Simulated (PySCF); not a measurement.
How the method changes the constants of AlO⁻

State: ¹Σ⁺ (singlet), closed shell. Set-up: basis Al aug-cc-pVDZ-DK, O aug-cc-pVDZ-DK; spin-free X2C with a Gaussian nucleus; PySCF 2.14. De refers to Al + O⁻ in their high-spin ground configurations, without counterpoise correction. A positive dipole points towards O; it is taken about the centre of mass and depends on that origin.

```
      Level  Re (Å)  ωe (cm⁻¹)  De (eV)  μ (D)  CPU s a point (SCF and correlation, without the integrals)
    RHF-MP2   1.700        866      n/a    n/a                                                        0.13
RHF-SCS-MP2   1.694        880      n/a    n/a                                                         n/a
   RHF-CCSD   1.676        933      n/a    n/a                                                         n/a
RHF-CCSD(T)   1.689        893      n/a    n/a                                                         1.3
        PBE   1.689        878     6.10  -1.08                                                        0.78
     revPBE   1.696        869     5.87  -1.02                                                        0.57
     r²SCAN   1.670        926     6.07  -1.03                                                         1.1
       PBE0   1.665        939     5.84  -1.31                                                         1.3
    r²SCAN0   1.655        965      n/a  -1.30                                                         1.1
      B97-3   1.667        937     5.83  -1.35                                                        0.58
      HSE06   1.665        936     5.82  -1.34                                                           1
```

The bond length runs from 1.655 Å (r²SCAN0) to 1.700 Å (RHF-MP2). De spans 5.82 eV (HSE06, range-separated hybrid) to 6.10 eV (PBE, GGA).

Correlated steps freeze 6 core orbitals. For an ion De counts to the pair picked by the measured ionisation energies or electron affinities, which need not be the lowest pair at this level. The highest Kohn–Sham level is positive in this anion. Much of that is self-interaction error, but it also means that the finite basis helps to hold the extra electron. The CCSD T1 diagnostic is raised, a sign that a single reference may not be enough here.

The whole job (state search and all levels along the bond) took about 1.9 min on 1 thread of Arm Neoverse N1 (shared host), peak memory 0.56 GiB.
